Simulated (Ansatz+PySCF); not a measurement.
Results of a calculation; reference values are marked as such.
## PySCF 2.14.0 run

```python
from pyscf import gto, scf

mol = gto.M(atom="""
B 0.000000 0.000000 -1.443300
C 0.000000 0.000000 0.197300
O 0.000000 0.000000 1.419760
H 0.000000 -1.275580 -1.775140
H -1.104680 0.637790 -1.775140
H 1.104680 0.637790 -1.775140
""", basis='def2-svp', charge=0, spin=0)
mf = scf.UHF(mol)
mf.init_guess = 'minao'
mf.kernel()
while True:  # follow internal instabilities
    mo, _, stable, _ = mf.stability(return_status=True)
    if stable: break
    mf.kernel(mf.make_rdm1(mo, mf.mo_occ))
print(mf.converged, mf.e_tot, mf.spin_square()[0])
```

The script is written out from the run's settings.

The run gave:

- Converged: yes
- Total energy: -138.98748 hartree
- Spin squared of the determinant: 0.000
